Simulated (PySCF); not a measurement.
Thiirane, C₂H₄S, SMILES C1CS1, point group C2v.

Level: PBE0/pcSseg-1 in PySCF (density fitting, grid level 2); geometry and Hessian at that level, cubic constants and property derivatives from steps of ±0.6 along each species' dimensionless normal coordinates, second-order vibrational perturbation theory. The parent has the commonest isotopes.

Equilibrium geometry (Å):

```
atom        x        y        z
  C1  -0.7362  -0.0758   0.0052
  C2   0.7412  -0.0670  -0.0129
  S3  -0.0103   1.5636  -0.2596
  H4  -1.2408  -0.2162   0.9598
  H5  -1.2613  -0.4993  -0.8496
  H6   1.2706  -0.2013   0.9291
  H7   1.2502  -0.4844  -0.8803
```

Species: ¹³C at 1. Output of the displacement run:

```
mode    cm-1    km/mol   phi_rrr   E(+)/cm-1  E(-)/cm-1
  1    665.29    24.73     126.6     124.44     115.31
  2    700.75     2.06     -82.7     123.24     129.21
  3    840.50     0.90       1.5     152.85     152.71
  4    903.36     0.00       0.0     163.63     163.65
  5    965.70     5.10       0.0     174.76     174.52
  6   1049.78     2.53      27.0     190.61     188.74
  7   1071.09    32.05       9.8     194.02     193.33
  8   1151.60     1.55    -248.4     198.71     216.57
  9   1183.92     0.00       0.1     213.40     213.45
 10   1457.96     1.91     -21.9     261.83     263.42
 11   1489.73     2.77      74.5     271.08     265.66
 12   3127.13     7.00    1334.2     613.40     517.50
 13   3132.91     7.06    1337.6     614.57     518.41
 14   3206.94     0.36      -1.3     579.44     579.55
 15   3225.38     1.90       1.1     582.86     582.80
```

For the shielding of H4 (σe = 29.26 ppm):

| mode | ω (cm⁻¹) | Σr φrrs (cm⁻¹) | ∂σ/∂q | ∂²σ/∂q² |
| --- | --- | --- | --- | --- |
| 1 | 665 | 207 | 0.230 | -0.029 |
| 2 | 701 | -31 | -0.179 | -0.005 |
| 3 | 840 | 4 | 0.240 | -0.317 |
| 4 | 903 | 0 | -0.026 | -0.308 |
| 5 | 966 | -1 | 0.080 | -0.289 |
| 6 | 1050 | 274 | 0.219 | -0.243 |
| 7 | 1071 | 60 | -0.002 | -0.201 |
| 8 | 1152 | -710 | 0.048 | -0.057 |
| 9 | 1184 | 1 | -0.196 | -0.256 |
| 10 | 1458 | 10 | -0.007 | -0.369 |
| 11 | 1490 | 78 | 0.003 | -0.238 |
| 12 | 3127 | 881 | 2.059 | 0.348 |
| 13 | 3133 | 932 | 0.114 | -0.017 |
| 14 | 3207 | 0 | 1.551 | 0.195 |
| 15 | 3225 | -1 | -0.645 | 0.014 |

Problem. Work out the zero-point average of this shielding.

Solution. With ⟨qs⟩ = −Σr φrrs/(4ωs) and ⟨qs²⟩ = 1/2: the mean displacements are -0.078, 0.011, -0.001, 0.000, 0.000, -0.065, -0.014, 0.154, 0.000, -0.002, -0.013, -0.070, -0.074, 0.000, 0.000. The anharmonic term Σ (∂σ/∂q)⟨q⟩ is -0.18 ppm, the harmonic term ¼ Σ ∂²σ/∂q² is -0.44 ppm, so ⟨σ⟩ = 28.63 ppm.
